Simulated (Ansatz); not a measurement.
Two shapes of singlet C₂H₂.

Shape 1:

```xyz
4

H     0.0000    0.0000   -1.5803
C     0.0000    0.0000   -0.5173
C     0.0000    0.0000    0.5173
H     0.0000    0.0000    1.5803
```

Shape 2:

```xyz
4

H     0.0000    0.0000   -1.7126
C     0.0000    0.0000   -0.6496
C     0.0000    0.0000    0.6496
H     0.0000    0.0000    1.7126
```

Basis set: cc-pVTZ (spherical functions). Correlated methods keep 2 orbitals frozen. Charge 0, multiplicity 1.

Computed with Ansatz (development build ahead of 0.2.0); the reference of a correlated method needn't be the lowest determinant of its kind.

Problem. Which shape is lower in energy, and by how much in each method?

Solution.

```tsv
method	E(2) − E(1) (eV)
RHF-CCSD(T)	-1.875
UHF-CCSD(T)	-1.837
RHF-BCCD(T)	-1.875
UHF-BCCD(T)	-1.874
```

Shape 2 is lower. Caution: the reference determinant was not shown to be the lowest.
